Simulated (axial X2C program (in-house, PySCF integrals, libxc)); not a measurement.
NBN⁺: properties at the nuclei

Computed with an in-house all-electron X2C program for linear molecules (integrals from PySCF): two-component X2C with atomic mean-field Coulomb and Gaunt terms, Gaussian nuclei, basis N dyall-av3z, B dyall-v3z with contracted cores.

N–B–N held linear, with bonds 1.446 and 1.446 Å (near the PBE0 minimum at charge 1 of the determinant lowest at the starting distance; the state shown can have its own minimum elsewhere, held linear; other orders of the atoms were not compared).

Determinant lowest in the PBE0 search, Ω = 2 (⟨Sz⟩ = 2.00, ⟨Lz⟩ = 0.00 at PBE0), spin on the atoms N 0.86, B 0.28, N 0.86:

| level | A∥/gI N (MHz) | qzz N (a.u.) | A∥/gI B (MHz) | qzz B (a.u.) |
| --- | --- | --- | --- | --- |
| PBE0 | -43 | -1.08 | -7.66 | -0.62 |
| HF | -22.3 | -0.91 | -19.7 | -0.71 |
| r2SCAN | -27.1 | -1.10 | -2.31 | -0.61 |

Determinant 1.38 eV from it at PBE0 and this distance, Ω = 1 (⟨Sz⟩ = 1.00, ⟨Lz⟩ = 0.00 at PBE0), spin on the atoms N 0.47, B 0.06, N 0.47:

```json
{"level": "PBE0", "A∥/gI N (MHz)": "-136", "qzz N (a.u.)": "-1.58", "A∥/gI B (MHz)": "21.8", "qzz B (a.u.)": "-0.43"}
{"level": "HF", "A∥/gI N (MHz)": "-180", "qzz N (a.u.)": "-1.81", "A∥/gI B (MHz)": "18.8", "qzz B (a.u.)": "-0.37"}
{"level": "r2SCAN", "A∥/gI N (MHz)": "-99.9", "qzz N (a.u.)": "-1.54", "A∥/gI B (MHz)": "14", "qzz B (a.u.)": "-0.45"}
```

A∥ (defined per Ω) follows by multiplying with gI = μI/(I μN); qzz is the electric field gradient, eQq0 = 234.96 MHz × Q/barn × qzz. The operators were transformed with the bare-nucleus X2C matrices; with these basis sets, hyperfine constants and field gradients can be off by tens of per cent, and where levels differ in sign neither size nor sign is settled.

(1) With gI(14N) = 0.4038, Q(14N) = 0.02044 barn, Q(11B) = 0.04059 barn (g factors from the IAEA table of nuclear moments by Stone; Q from Pyykkö, Mol. Phys. 2018), turn the PBE0 values of the first state into constants in MHz.

The molecule was held linear; bending was not examined, so a bent shape may lie lower.

Each state is one determinant with collinear spin, which with several unpaired electrons need not be a pure state. Unrestricted Hartree–Fock can overshoot spin polarisation at the nuclei. This is the top spin component of a Σ state; components of lower Ω are not single determinants and can lie lower. With several open shells hyperfine constants can be off by a factor of several. Open-shell Ω = 0 determinants with evenly filled partner blocks cannot be reached by this program, so the Ω shown need not be the lowest component. The search compared states at one distance, so a state with another bond length can lie lower. Where a field gradient or hyperfine factor spreads by more than a factor of two over the levels, a constant derived from it is not to be relied on. PBE0 term energies can be off by some tenths of an eV.

Results:

(1) A∥(14N) = -43 × 0.4038 = -17.4 MHz; eQq0(14N) = 234.96 × (0.02044) × (-1.08) = -5.19 MHz; eQq0(11B) = 234.96 × (0.04059) × (-0.62) = -5.91 MHz.
